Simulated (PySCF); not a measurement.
## Level of theory and gas-phase deprotonation enthalpies: hydrogen fluoride

Structure: `F` (HF). Non-hydrogen atoms are numbered in `[FH:1]`.

All levels share the PBE0-D3(BJ)/ma-def2-SVP structures and the PBE0-D3(BJ)/ma-def2-SVP thermal terms; only the single-point energies (PySCF) change. Values are gas-phase deprotonation enthalpies (298 K, kJ/mol).

```csv
level,F1,abs. error,time
MP2/aug-cc-pVTZ,1541,12.4,0.32 s
M06-2X/ma-def2-TZVP,1549,4.4,–
CCSD(T)/aug-cc-pVTZ,1554,0.8,1.5 s
HF/aug-cc-pVTZ,1581,26.9,0.13 s
ATcT 1.112,1554,,
```

Times are wall times for all single points of a level on 1 thread of INTEL XEON PLATINUM 8581C @ 2.30GHz, a shared host; the dash marks the run that also made the structures.

Hartree-Fock leaves out electron correlation, so its deprotonation energies can be off by tens of kJ/mol.

The spread: 39 kJ/mol, from 1541 to 1581.

Differences come from unrounded values, so a last digit can differ from that of the printed terms.

---

## How the method moves the gas-phase deprotonation enthalpies of hydrogen cyanide

Structure: `C#N` (CHN). Atom numbers as in the mapped SMILES `[CH:1]#[N:2]`.

All levels share the PBE0-D3(BJ)/ma-def2-SVP structures and the PBE0-D3(BJ)/ma-def2-SVP thermal terms; only the single-point energies (PySCF) change. Values are gas-phase deprotonation enthalpies (298 K, kJ/mol).

| level | C1 | abs. error | time |
| --- | --- | --- | --- |
| M06-2X/ma-def2-TZVP | 1456 | 12.2 | – |
| MP2/aug-cc-pVTZ | 1463 | 5.4 | 2.7 s |
| HF/aug-cc-pVTZ | 1464 | 3.9 | 0.47 s |
| CCSD(T)/aug-cc-pVTZ | 1467 | 1.4 | 34 s |
| ATcT 1.112 | 1468 |  |  |

Times are wall times for all single points of a level on 1 thread of Arm Neoverse V1, a shared host; the dash marks the run that also made the structures.

Hartree-Fock leaves out electron correlation, so its deprotonation energies can be off by tens of kJ/mol.

The spread: 11 kJ/mol, from 1456 to 1467.

---

methyl chloride: gas-phase deprotonation enthalpies at several levels

Structure: `CCl` (CH3Cl). Numbering: `[CH3:1][Cl:2]`

All levels share the PBE0-D3(BJ)/ma-def2-SVP structures and the PBE0-D3(BJ)/ma-def2-SVP thermal terms; only the single-point energies (PySCF) change. Values are gas-phase deprotonation enthalpies (298 K, kJ/mol).

Measured (NIST Chemistry WebBook): deprotonation enthalpy (ΔH) 1671 kJ/mol.

| level | C1 | time |
| --- | --- | --- |
| M06-2X/ma-def2-TZVP | 1657 | – |
| MP2/ma-def2-TZVP | 1663 | 3.5 s |
| CCSD(T)/ma-def2-TZVP | 1666 | 39 s |
| HF/ma-def2-TZVP | 1683 | 1.1 s |

Times are wall times for all single points of a level on 1 thread of Arm Neoverse N1, a shared host; the dash marks the run that also made the structures.

Hartree-Fock leaves out electron correlation, so its deprotonation energies can be off by tens of kJ/mol.

The spread: 25 kJ/mol, from 1657 to 1683.

Differences come from unrounded values, so a last digit can differ from that of the printed terms.
